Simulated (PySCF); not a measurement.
# Field gradients at the hydrogen positions

Compound: C5H11P.
Geometry (GFN2-xTB, Å), atoms numbered from 1 in this order:
```
atom  x, y, z in Å
C1     2.818   -0.087    0.372
C2     1.454    0.347   -0.053
C3     0.513   -0.477   -0.493
P4    -1.133   -0.016   -1.111
C5    -2.091   -1.266   -0.127
C6    -1.492    1.465   -0.056
H7     2.927   -1.166    0.293
H8     3.009    0.214    1.402
H9     3.573    0.389   -0.255
H10    1.263    1.409    0.021
H11    0.732   -1.535   -0.597
H12   -3.155   -1.079   -0.257
H13   -1.867   -2.262   -0.504
H14   -1.837   -1.214    0.931
H15   -1.195    1.294    0.978
H16   -0.965    2.331   -0.451
H17   -2.561    1.666   -0.103
```

Level: PBE0/pcSseg-1 (PySCF, non-relativistic); Q(2H) = 0.00286 b; rigid geometry, the same for H and D, with no vibrational averaging.

Problem. Give the electric field gradient Vzz (the principal value of largest size), its asymmetry and the 2H coupling at each hydrogen.

Solution. 
```
atom  bonded to  bond length (Å)  Vzz (au)     η  χzz (kHz)
  H7         C1            1.087    0.3144  0.03        211
  H8         C1            1.090    0.3104  0.02        209
  H9         C1            1.090    0.3108  0.02        209
 H10         C2            1.082    0.3250  0.07        218
 H11         C3            1.085    0.3229  0.07        217
 H12         C5            1.088    0.3172  0.01        213
 H13         C5            1.088    0.3175  0.01        213
 H14         C5            1.089    0.3138  0.00        211
 H15         C6            1.089    0.3142  0.01        211
 H16         C6            1.088    0.3182  0.01        214
 H17         C6            1.089    0.3165  0.01        213
```

Problem. How does χzz go with the bond length over the 11 C–H bonds?

Solution. A straight-line fit has a slope of -11.4 kHz for each 0.01 Å, with a correlation coefficient of -0.92, over lengths from 1.082 to 1.090 Å. The longer bonds have the smaller couplings here.

Problem. Give the 2H NMR doublet splittings at H13 for a magnetic field along the z, y and x axes of the gradient: 3χ/2, 3χ(1 + η)/4, 3χ(1 − η)/4.

Solution. With |χ| = 213.4 kHz and η = 0.013: 320, 162 and 158 kHz, to first order and without motion.

One conformer (not necessarily the lowest) at the GFN2-xTB geometry, without solvent, vibrations or thermal averaging. GFN2-xTB bond lengths can be off by several hundredths of an ångström, more for odd bonds, and the gradients follow them. These gradients aren't converged with respect to the basis.
